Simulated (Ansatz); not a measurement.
# HClF radical: geometry and frequencies at several levels

One table from this session's results is given with a row withheld; the runs are named, their logs left out.

Computed with Ansatz 0.2.0 (the levels named in each step, unless a step's input says otherwise).

## The system as given

Bond lengths: F1–H3 0.933 Å.

Coordinates:

```xyz
3

F     1.2607   -1.5059    0.8321
Cl   -0.7332    0.8377   -0.4606
H     2.0283   -1.0793    0.5177
```

The first run:

The input, input.yaml:

```yaml
crystal:
  periodic: [false, false, false]
  atoms:
    - { symbol: F, position_ang: [1.11497824, -1.37175398, 0.76031594] }
    - { symbol: Cl, position_ang: [-0.46790015, 0.62619182, -0.34995574] }
    - { symbol: H, position_ang: [1.90869191, -1.00200784, 0.4788498] }
magnetization:
  spin_polarized: true
  initial_magnetization: 1
basis:
  gaussian: { orbitals: def2-TZVPP }
hamiltonian:
  xc: pbe0
  dispersion: d4
phonons: {}
```

Launch:

```
$ ansatz run input.yaml --threads 2 --pin off --max-ram 5120MiB --backend cpu --events-out ev --progress --plain --runs-dir out
```

Steps of the session up to this table: Frequencies, PBE0-D4/def2-TZVPP; Relaxation, PBE-D4/def2-TZVPP; Frequencies, PBE-D4/def2-TZVPP; Relaxation, r2SCAN-D4/def2-TZVPP; Frequencies, r2SCAN-D4/def2-TZVPP; Relaxation, B3LYP-D4/def2-TZVPP; Frequencies, B3LYP-D4/def2-TZVPP; Relaxation, B2PLYP/def2-TZVPP.

One table of the session follows, with a row left open; its other results are not shown here.

It belongs to the step «Geometries side by side». 

| level | F1–H3 (Å) | dipole (D) | highest frequency (cm⁻¹) |
| --- | --- | --- | --- |
| PBE0-D4/def2-TZVPP | 0.9197 | 1.87 | 4128 |
| PBE-D4/def2-TZVPP | 0.9356 | 1.73 | 3889 |
| r2SCAN-D4/def2-TZVPP | 0.9244 | 1.86 | 4041 |
| B3LYP-D4/def2-TZVPP | ? | ? | ? |
| B2PLYP/def2-TZVPP | 0.9209 | 1.88 | - |

Estimate the missing values for B3LYP-D4/def2-TZVPP.

The run gave: F1–H3 (Å): 0.9242; dipole (D): 1.88; highest frequency (cm⁻¹): 4054. In the column «F1–H3 (Å)» it lies between B2PLYP/def2-TZVPP (0.9209) and r2SCAN-D4/def2-TZVPP (0.9244).
